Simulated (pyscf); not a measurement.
Elementary routes open to HO–GaH–PH₂ + hydrogen (H₂) in the gas phase (singlet surface):
A. PH₃ + HO–GaH₂ (Ga–P, H–H broken; H–P, Ga–H formed)
B. H₂P–GaH₂ + water (H₂O) (Ga–O, H–H broken; Ga–H, H–O formed)

Single points on ωB97X-D3(BJ)/def2-SVP structures (PySCF, gas phase).

**Question.** Rank the routes by free-energy barrier at 298 K, lowest first, for ωB97M-D3(BJ)/def2-TZVP energies (ideal gas, 1 atm, RRHO with modes under 100 cm⁻¹ raised to 100, one conformer, R ln 2 for chiral ones without a mode under 150 cm⁻¹).

**Answer.** B (135.6 kJ/mol), A (208.9 kJ/mol)

Route B is the fastest of these, ahead of the next by 73.3 kJ/mol. The most stable products are those of A (ΔG = +18.1 kJ/mol), whose barrier is 73.3 kJ/mol higher: the kinetic and the thermodynamic product differ. At 1200 K B is still the fastest. A: On the product side the descent ends in an adduct with a Ga–P contact, 55.1 kJ/mol under the separated species and 188.1 kJ/mol under the saddle at ωB97X-D3(BJ)/def2-TZVP. B: On the product side the descent ends in an adduct with a Ga–O contact (not fully relaxed), 63.1 kJ/mol under the separated species and 105.7 kJ/mol under the saddle at ωB97X-D3(BJ)/def2-TZVP. Only these routes are compared; each barrier is that of the saddle found, and lower ones may exist. Elements up to Kr have no core potential and no relativistic terms here.
